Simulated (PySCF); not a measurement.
# C8H10O2 (1,4-dimethoxybenzene): the cost of one run

Programs: PySCF 2.14.0, with density-fitted response routines of our own. Each step states its level of theory. These are calculated values for one molecule, in the gas phase or a continuum, unless marked as measured. Atoms are numbered from 0 throughout.

**1. The starting structure**

20 atoms, charge 0, multiplicity 1; geometry from: GFN2-xTB. The atoms were then displaced at random by about 0.01 Å, so the start is not that level's minimum.

Bonds of the start (Å): C0–O1 1.42, O1–C2 1.38, C2–C3 1.35, C3–C4 1.41, C4–C5 1.40, C5–O6 1.35, O6–C7 1.40, C5–C8 1.38, C8–C9 1.38, C9–C2 1.38, C0–H10 1.11, C0–H11 1.10, C0–H12 1.03, C3–H13 1.08, C4–H14 1.09, C7–H15 1.10, C7–H16 1.10, C7–H17 1.10, C8–H18 1.08, C9–H19 1.07.

**2. Optimising the geometry at PBE0-D3(BJ)/def2-SVP**

Job settings and geometry (Å):

```
{"job": {"xc": "PBE0", "basis": "def2-SVP", "d3": "d3bj", "grid": 1, "shake": 0.01, "kind": "geom"}, "charge": 0, "multiplicity": 1}
C      3.597560    -0.818260    -0.560420
O      2.466380    -1.344200     0.108050
C      1.252020    -0.692730     0.012890
C      0.243230    -1.269130     0.704690
C     -1.051430    -0.709380     0.679740
C     -1.277190     0.474710    -0.025860
O     -2.464230     1.115770    -0.112470
C     -3.561950     0.576490     0.559540
C     -0.212820     1.056630    -0.690480
C      1.045340     0.480820    -0.680620
H      3.808120     0.208330    -0.189650
H      3.416320    -0.752810    -1.639720
H      4.383190    -1.450160    -0.363500
H      0.373450    -2.177980     1.266400
H     -1.847160    -1.195850     1.237790
H     -3.408120     0.544100     1.653240
H     -4.409790     1.250860     0.355490
H     -3.829180    -0.426210     0.203680
H     -0.392970     1.953050    -1.258560
H      1.818220     0.974360    -1.230160
```

Started as:

```sh
OMP_NUM_THREADS=1 python probes_run.py task.json out
```

One launch serves the whole session: the jobs run in the order shown.

**Question.** How long does this first job take on 1 thread of Arm Neoverse V1, shared host, and how much memory does it need?

About 2.5 min, with a peak of 0.84 GiB.
